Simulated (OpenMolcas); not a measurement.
**CCSD(T)/6-31G(d) (spherical functions) run of NF3 (nitrogen trifluoride)**

What is the vertical ionisation energy of NF3 (nitrogen trifluoride) at CCSD(T)/6-31G* (spherical functions)? 

The results are computed with OpenMolcas 26.06.

2 further runs of the same task are left out: 1 for a known fault of the program, 1 that didn't finish.

### 1 The system as given

NF3 has 4 atoms, charge 0, and is taken as a singlet. As SMILES, `FN(F)F`. Geometry: relaxed at PBE0-D4/def2-TZVP.

Bond lengths: F1–N2 1.360 Å, N2–F3 1.360 Å, N2–F4 1.360 Å. Angles: F1–N2–F3 102.1°, F1–N2–F4 102.1°, F3–N2–F4 102.1°.

### 2 A single-point energy at CCSD(T)/6-31G(d) (spherical functions)

Input file job.input:

```
* F3N CCSD(T)

&gateway
 baslib
 $CurrDir
 coord
 4
 bohr
 F      1.16031074     0.00064251     2.01620549
 N      0.66786701    -0.14012319    -0.50313958
 F     -1.20239494    -1.90199045    -0.59004809
 F     -0.62578281     2.04149003    -0.92301783
 basis
 6-31Gs
 group
 NoSym

&seward

&scf
 prorbitals
 0

&rasscf
 fileorb
 $Project.ScfOrb
 spin
 1
 nactel
 0 0 0
 inactive
 17
 ras2
 0
 outorbitals
 Canonical
 orblisting
 Nothing

&motra
 jobiph
 frozen
 4

&ccsdt
 cct
 triples
 2
 iterations
 50
 extrapolation
 5 4
```

The basis set 6-31G* is read from a file made from the Basis Set Exchange's data (not shown).

Command:

```
$ export MOLCAS_MEM=1860
$ pymolcas job.input > job.log
```

Output:

```text
--- Start Module: gateway ---
[...]
--- Stop Module: gateway /rc=_RC_ALL_IS_WELL_ ---
[...]
      Basis functions           56
[...]
       Convergence after  11 Iterations
[...]
::    Total SCF energy                               -352.5325235985
[...]
      Total spin, S                                     0.0000000000
[...]
      Number of active orbitals                  0
[...]
      Spin quantum number                      0.0
[...]
      Active orbitals                            0
[...]
      Number of CSFs                             1
[...]
      Number of root(s) required                 1
[...]
      Convergence after  4 iterations
[...]
      Natural orbitals and occupation numbers for root  1
      ************************************************************************************************************************
      *                                                    Final results                                                     *
      ************************************************************************************************************************
[...]
::    RASSCF root number  1 Total energy:   -352.53252360
[...]
      Total electronic charge=   34.000000
      Total            charge=   -0.000000
[...]
      Dipole Moment (debye):
      Origin of the operator (angstrom)=   -0.0249    0.0052    0.0187
                   X=  2.4550E-01               Y= -5.1394E-02               Z= -1.8492E-01           Total=  3.1162E-01
      Quadrupole Moment (debye*angstrom):
[...]
--- Start Module: motra ---
[...]
      *** WARNING: Default frozen orbitals is overwritten by user input.
      *** Default values:   4
[...]
--- Stop Module: motra /rc=_RC_ALL_IS_WELL_ ---
--- Start Module: ccsdt ---
[...]
      Convergence after                    13  Iterations
      Total energy (diff) :    -353.22429107      -0.00000001
[...]
 METHOD                       : CCSD+T(CCSD)+<T3(1)WT1> = CCSD(T)
[...]
       CCSD     =      -353.2242910661820
[...]
--- Stop Module: ccsdt /rc=_RC_ALL_IS_WELL_ ---
[...]
```

Run time: 13 s. Hardware: 1 thread of Arm Neoverse V1, shared host; peak memory 0.39 GiB.

### 3 The doublet cation at the same level

Input file job.input:

```
>>> EXPORT MOLCAS_PRINT=2

&GATEWAY
  BasLib=$CurrDir
  Coord
  4
  bohr
  F      1.16031074     0.00064251     2.01620549
  N      0.66786701    -0.14012319    -0.50313958
  F     -1.20239494    -1.90199045    -0.59004809
  F     -0.62578281     2.04149003    -0.92301783
  Basis=6-31Gs
  Group=NoSym

&SEWARD

&SCF
  UHF
  Charge=1
  Spin=2
  PrOrbitals=0

&RASSCF
  FileOrb=$Project.UnaOrb
  Spin=2
  Nactel=1 0 0
  Inactive=16
  Ras2=1
  OutOrbitals=Canonical
  OrbListing=Nothing

&MOTRA
  JobIph
  Frozen=4

&CCSDT
  CCT
  Triples=3
  Iterations=50
  Extrapolation=5 4
```

The basis set 6-31G* is read from a file made from the Basis Set Exchange's data (not shown).

Command:

```
$ export MOLCAS_MEM=1860
$ pymolcas job.input > job.log
```

Output:

```text
--- Start Module: gateway ---
[...]
--- Stop Module: gateway /rc=_RC_ALL_IS_WELL_ ---
[...]
      Basis functions           56
[...]
       Convergence after  18 Iterations
[...]
::    Total SCF energy                               -352.0552289140
[...]
      Total spin, S                                     0.5152087440
[...]
      Number of active orbitals                  1
[...]
      Spin quantum number                      0.5
[...]
      Active orbitals                            1
[...]
      Number of CSFs                             1
[...]
      Number of root(s) required                 1
[...]
      Convergence after 12 iterations
[...]
      printout of CI-coefficients larger than  0.05 for root  1
      energy=    -352.047926
      conf/sym  1     Coeff  Weight
             1  u   1.00000 1.00000
      Natural orbitals and occupation numbers for root  1
      sym 1:   1.000000
      ************************************************************************************************************************
      *                                                    Final results                                                     *
[...]
::    RASSCF root number  1 Total energy:   -352.04792559
[...]
      Total electronic charge=   33.000000
      Total            charge=    1.000000
[...]
      Dipole Moment (debye):
      Origin of the operator (angstrom)=   -0.0249    0.0052    0.0187
                   X=  1.3347E+00               Y= -2.8002E-01               Z= -1.0055E+00           Total=  1.6943E+00
      Center of Charge (angstrom)
[...]
--- Start Module: motra ---
[...]
      *** WARNING: Default frozen orbitals is overwritten by user input.
      *** Default values:   4
[...]
--- Stop Module: motra /rc=_RC_ALL_IS_WELL_ ---
--- Start Module: ccsdt ---
[...]
      Convergence after                    19  Iterations
      Total energy (diff) :    -352.74258324      -0.00000000
[...]
 METHOD                       : CCSD+T(CCSD)+<T3(1)WT1>+<T3(1)UT2> = CCSD(T)
[...]
       CCSD     =      -352.7425832447644
[...]
--- Stop Module: ccsdt /rc=_RC_ALL_IS_WELL_ ---
[...]
```

Run time: 15 s. Hardware: 1 thread of Arm Neoverse V1, shared host; peak memory 0.39 GiB.

### 4 Summary of results

Level: CCSD(T)/6-31G* (spherical functions), 4 core orbitals frozen.

| quantity | value |
| --- | --- |
| singlet NF3: total energy | -353.24333 Eh |
| singlet NF3: dipole moment (mean-field density) | 0.31 D |
| singlet NF3: HOMO energy (Hartree–Fock orbitals) | -14.88 eV |
| singlet NF3: LUMO energy (Hartree–Fock orbitals) | 7.14 eV |
| singlet NF3: HOMO–LUMO gap (Hartree–Fock orbitals) | 22.02 eV |
| singlet NF3: correlation energy (4 core orbitals frozen) | -710.8 mEh |
| singlet NF3: (T) correction | -19.04 mEh |
| doublet cation: total energy | -352.76633 Eh |
| doublet cation: (T) correction | -23.74 mEh |
| vertical ionisation energy (to the doublet cation) | 12.980 eV |

The vertical ionisation energy comes to 12.98 eV (1252 kJ/mol). The triples (singlet NF3) make up 2.7 % of the correlation energy.
